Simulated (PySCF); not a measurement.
**H3S+ (sulfonium) at 6 levels**

Aim: a comparison of 6 runs (M06-2X/SBKJC, PBE/SBKJC, BCCD(T)/SBKJC, CCSDT(Q)/SBKJC, CCSDT/SBKJC, NEVPT2(8,7)/SBKJC) of H3S+ (sulfonium). Input form: a Python script.

The results are computed with PySCF 2.14.0.

6 further runs of the same task are left out: 1 that didn't finish, 5 set aside as unsound or not needed.

## 1. Starting point

The species is H3S+ (4 atoms), meant as a singlet with charge +1. SMILES: `[SH3+]`. Geometry: relaxed at GFN2-xTB.

Bond lengths: S1–H2 1.356 Å, S1–H3 1.355 Å, S1–H4 1.355 Å. Angles: H2–S1–H3 93.7°, H2–S1–H4 93.7°, H3–S1–H4 93.7°.

## 2. The energy at M06-2X/SBKJC (core potential) (run 1)

run.py reads:

```python
from pyscf import gto, dft

molecule = gto.M(
    atom=[
    ('S', (0.301620, -0.100910, -0.445950)),
    ('H', (0.848020, 0.280920, 0.734350)),
    ('H', (-0.494150, -1.037930, 0.125030)),
    ('H', (-0.655500, 0.857920, -0.413440)),
],
    basis='sbkjc',
    ecp={'S': 'sbkjc'},
    spin=0,
    verbose=4,
    charge=1,
    max_memory=1860,
)

mf = dft.RKS(molecule)
mf.xc = 'm06-2x'
mf.conv_tol = 1e-10
mf.grids.level = 5
mf.kernel()
if not mf.converged:
    mf = mf.newton().run(mf.mo_coeff, mf.mo_occ)

etot = mf.e_tot
print('E(%s) = %.9f' % ('M06-2X', etot))
```

On the command line:

```
$ OMP_NUM_THREADS=1 python run.py
```

Standard output:

```text
PySCF version 2.14.0

[... 69 lines left out ...]
converged SCF energy = -11.5049665969114
E(M06-2X) = -11.504966597
```

It took 1.5 s on 1 thread of Arm Neoverse V2, shared host; peak memory 0.16 GiB.

## 3. A single-point energy at PBE/SBKJC (core potential) (run 2)

run.py reads:

```python
# sulfonium
from pyscf import gto, dft

system = gto.M(
    atom='''
S      0.569979    -0.190692    -0.842723
H      1.602526     0.530862     1.387720
H     -0.933808    -1.961403     0.236272
H     -1.238715     1.621234    -0.781288
''',
    basis='sbkjc',
    unit='bohr',
    charge=1,
    max_memory=1860,
    ecp={'S': 'sbkjc'},
    verbose=3,
)

calc0 = dft.RKS(system, xc='pbe')
calc0.grids.level = 5
calc0.conv_tol = 1e-10
calc0.kernel()
if not calc0.converged:
    calc0 = calc0.newton().run(calc0.mo_coeff, calc0.mo_occ)

energy = calc0.e_tot
print(f'total energy: {energy:.8f} hartree')
```

On the command line:

```
$ OMP_NUM_THREADS=1 python run.py
```

Standard output:

```text
converged SCF energy = -11.5534331159687
total energy: -11.55343312 hartree
```

Wall time 1.1 s (1 thread of Arm Neoverse V2, shared host); peak memory 0.16 GiB.

Runs 3 to 4 aren't shown in full; the table further down has their settings and results.

## 4. The energy at CCSDT/SBKJC (core potential) (run 5)

geometry.xyz reads:

```xyz
4
H3S
S      0.301620    -0.100910    -0.445950
H      0.848020     0.280920     0.734350
H     -0.494150    -1.037930     0.125030
H     -0.655500     0.857920    -0.413440
```

job.py reads:

```python
from pyscf import gto, scf, cc

system = gto.M(
    atom='geometry.xyz',
    verbose=3,
    charge=1,
    max_memory=1860,
    basis='sbkjc',
    ecp={'S': 'sbkjc'},
)

mf = scf.RHF(system)
mf.conv_tol = 1e-10
mf.kernel()
if not mf.converged:
    mf = mf.newton().run(mf.mo_coeff, mf.mo_occ)

mycc = cc.CCSDT(mf)
mycc.kernel()
e_final = mycc.e_tot
print('Final energy', e_final)
```

On the command line:

```
$ OMP_NUM_THREADS=1 python job.py
```

Standard output:

```text
converged SCF energy = -11.2971092807289
_make_eris_incore_RCCSDT

WARN: A large `blksize` is being used, which may cause large memory consumption
      for storing contraction intermediates. If memory is sufficient, consider using
      `pyscf.cc.rccsdt_highm.RCCSDT` instead.

WARN: A large `blksize_oovv` is being used, which may cause large memory consumption
      for storing contraction intermediates. If memory is sufficient, consider using
      `pyscf.cc.rccsdt_highm.RCCSDT` instead.

WARN: A large `blksize_oooo` is being used, which may cause large memory consumption
      for storing contraction intermediates. If memory is sufficient, consider using
      `pyscf.cc.rccsdt_highm.RCCSDT` instead.

RCCSDT converged
E(RCCSDT) = -11.37393418727173   E_corr = -0.07682490654285475
E_corr(same-spin) = -0.00426496426717268
E_corr(oppo-spin) = -0.0725599422756821
Final energy -11.373934187271725
```

Run time: 0.68 s. Hardware: 1 thread of Arm Neoverse V2, shared host; peak memory 0.12 GiB.

## 5. A single-point energy at NEVPT2(8,7)/SBKJC (core potential) (run 6)

run.py reads:

```python
# sulfonium
import numpy
from pyscf import gto, scf, mp, mcscf, mrpt

mol = gto.Mole()
mol.atom = '''
S      0.569979    -0.190692    -0.842723
H      1.602526     0.530862     1.387720
H     -0.933808    -1.961403     0.236272
H     -1.238715     1.621234    -0.781288
'''
mol.basis = 'sbkjc'
mol.ecp = {'S': 'sbkjc'}
mol.charge = 1
mol.verbose = 4
mol.unit = 'bohr'
mol.max_memory = 1860
mol.build()

mf = scf.RHF(mol)
mf.conv_tol = 1e-10
mf.kernel()
if not mf.converged:
    mf = mf.newton().run(mf.mo_coeff, mf.mo_occ)

pt = mp.MP2(scf.addons.convert_to_uhf(mf)).run()
noons, natorbs = mcscf.addons.make_natural_orbitals(pt)
print('natural occupations', numpy.round(noons[:40], 4))
cas = mcscf.CASSCF(mf, 7, 8)
cas.fix_spin_(ss=0.0)
cas.natorb = True
cas.kernel(natorbs)
e_pt2 = mrpt.NEVPT(cas).kernel()
etot = cas.e_tot + e_pt2
print('Final energy', etot)
```

On the command line:

```
$ OMP_NUM_THREADS=1 python run.py
```

Standard output:

```text
PySCF version 2.14.0

[... 54 lines left out ...]
converged SCF energy = -11.2971092851734
[... 33 lines left out ...]
sorting_mo_energy = False
[... 18 lines left out ...]
1-step CASSCF converged in   2 macro ( 16 JK   5 micro) steps
[... 3 lines left out ...]
Natural orbital (expansion on meta-Lowdin AOs) in CAS space
[... 22 lines left out ...]
CASSCF energy = -11.3571353965671
[... 7 lines left out ...]
Natural orbital (expansion on meta-Lowdin AOs) in CAS space
[... 30 lines left out ...]
Nevpt2 Energy = -0.013114662959049
Final energy -11.370250059526162
```

Run time: 0.98 s. Hardware: 1 thread of Arm Neoverse V2, shared host; peak memory 0.12 GiB.

## 6. All runs side by side

```
run                               level  integration grid  frozen core orbitals  energy (Eh)  HOMO energy (eV)  LUMO energy (eV)  HOMO–LUMO gap (eV)  wall time
  1       M06-2X/SBKJC (core potential)                 5                     –   -11.504967            -19.03             -5.40               13.64      1.5 s
  2          PBE/SBKJC (core potential)                 5                     –   -11.553433            -16.51             -7.46                9.05      1.1 s
  3      BCCD(T)/SBKJC (core potential)                 –                     0   -11.373827                 –                 –                   –     0.78 s
  4     CCSDT(Q)/SBKJC (core potential)                 –                     0   -11.373951            -21.24             -2.61               18.63     0.76 s
  5        CCSDT/SBKJC (core potential)                 –                     0   -11.373934            -21.24             -2.61               18.63     0.68 s
  6  NEVPT2(8,7)/SBKJC (core potential)                 –                     –   -11.370250            -21.24             -2.61               18.63     0.98 s
```

## 7. Summary of results

| quantity | value |
| --- | --- |
| run 6: total energy | -11.37025 Eh |
| run 6: HOMO energy (Hartree–Fock orbitals) | -21.24 eV |
| run 6: LUMO energy (Hartree–Fock orbitals) | -2.61 eV |
| run 6: HOMO–LUMO gap (Hartree–Fock orbitals) | 18.63 eV |

What this shows: Totals of different functionals can't be ranked against each other. All runs together took 5.8 s, the longest 1.5 s.
